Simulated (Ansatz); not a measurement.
## C3H4, SMILES C1=CC1: the interaction energy of a dimer with the counterpoise correction, step by step

With Ansatz 0.2.0 through its Python package.

At the Python prompt:
```pycon
>>> import ansatz as az
>>> FIRST = [
...     ('C', (-0.7101, -0.2956, -0.317)),
...     ('C', (0.223, 0.5533, -0.5985)),
...     ('C', (0.2796, -0.1916, 0.6037)),
...     ('H', (-1.6215, -0.658, -0.6045)),
...     ('H', (0.6729, 1.262, -1.2644)),
...     ('H', (0.1297, 0.3528, 1.5383)),
...     ('H', (1.0261, -1.023, 0.6422)),
... ]
>>> SECOND = [
...     ('C', (1.8433, 2.9077, 1.6237)),
...     ('C', (2.6216, 1.9158, 1.9081)),
...     ('C', (1.6239, 2.3216, 2.8263)),
...     ('H', (1.6612, 3.6591, 0.9552)),
...     ('H', (3.4059, 1.2361, 1.6417)),
...     ('H', (1.9576, 2.79, 3.7546)),
...     ('H', (0.7256, 1.6617, 2.9128)),
... ]
>>> def energy(atoms, ghosts=()):
...     molecule = az.Crystal.molecule()
...     for symbol, xyz in atoms:
...         molecule = molecule.atom(symbol, xyz)
...     calc = (
...         molecule.calculation()
...         .basis(gaussian='def2-SVPD')
...         .correlation('MP2')
...         .scf(lower_state_search='off')
...     )
...     deck = calc.input()
...     if ghosts:
...         deck = deck.set(az.key.basis.gaussian.ghost_atoms, [{'symbol': s, 'position_ang': list(xyz)} for s, xyz in ghosts])
...     return az.Session.from_dict(deck).plan().execute().report['free_energy_ev']
...
>>> # ghost atoms carry the functions of the partner
>>> both = energy(FIRST + SECOND)
>>> alone = energy(FIRST) + energy(SECOND)
>>> ghosted = energy(FIRST, SECOND) + energy(SECOND, FIRST)
>>> print(f'dimer {both:.6f} eV')
dimer -6320.496892 eV
>>> print(f'interaction, uncorrected   {23.060548 * (both - alone):8.3f} kcal/mol')
interaction, uncorrected     -2.919 kcal/mol
>>> print(f'interaction, counterpoise  {23.060548 * (both - ghosted):8.3f} kcal/mol')
interaction, counterpoise    -0.419 kcal/mol
>>> print(f'basis-set superposition    {23.060548 * (alone - ghosted):8.3f} kcal/mol')
basis-set superposition       2.500 kcal/mol
```

Uncorrected it is -2.919 kcal/mol, with the counterpoise correction -0.419 kcal/mol; the difference, 2.50 kcal/mol, is the superposition error.

The settings weren't tested for convergence. The dimer is a generated trial pose of unrelaxed monomers, not a minimum, so the figure is no binding energy, and the basis set is small. Timing: 12 s on 1 thread of Arm Neoverse V2, with other jobs on the host, peak memory 0.52 GiB.
